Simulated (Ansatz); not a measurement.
Consider the hydrogenolysis of a C–Cl bond: `C/C(Cl)=C\Cl` + H₂ → `C=C(C)Cl` + HCl.

Computed with Ansatz on PBE0-D4/def2-TZVP structures; ΔE is electronic, products minus reactants. CBS: MP2 limit from def2 TZ/QZ plus the TZ coupled-cluster correction, frozen cores. This one scheme is used for every species. DFT in def2-TZVPP. B3LYP here is the variant with VWN-RPA as its local correlation; programs differ in this.

| level | ΔE (kJ/mol) | difference from CCSD(T)/CBS |
| --- | --- | --- |
| B3LYP-D4 | -79.8 | 3.6 |
| ωB97X-V | -81.7 | 1.7 |
| ωB97M-V | -82.7 | 0.7 |
| B2PLYP | -85.2 | -1.8 |
| PBE0 | -83.1 | 0.3 |
| SCS-MP2/def2-TZVPP | -83.3 | 0.1 |
| CCSD(T)/def2-TZVPP | -86.0 | -2.6 |
| MP2/def2-QZVPP | -77.4 | 6.0 |
| SCS-MP2/def2-QZVPP | -82.2 | 1.2 |
| HF/CBS(def2) | -109.4 | -26.0 |
| CCSD(T)/CBS | -83.4 | 0 |

Largest T1 diagnostic among the species: 0.010.

From PBE to PBE0 (25 % exact exchange), in def2-TZVPP and without D4, ΔE moves by −7.7 kJ/mol. The D4 term adds +8.0 kJ/mol with B3LYP and +4.4 kJ/mol with PBE0; it sums over pairs of atoms, weighted by their polarisabilities, and B3LYP, whose exchange is more repulsive, gets the larger term. In def2-TZVPP, CCSD(T) changes the Hartree–Fock value by +23.2 kJ/mol (the triples alone add +6.6 kJ/mol) and MP2 by +30.4 kJ/mol.
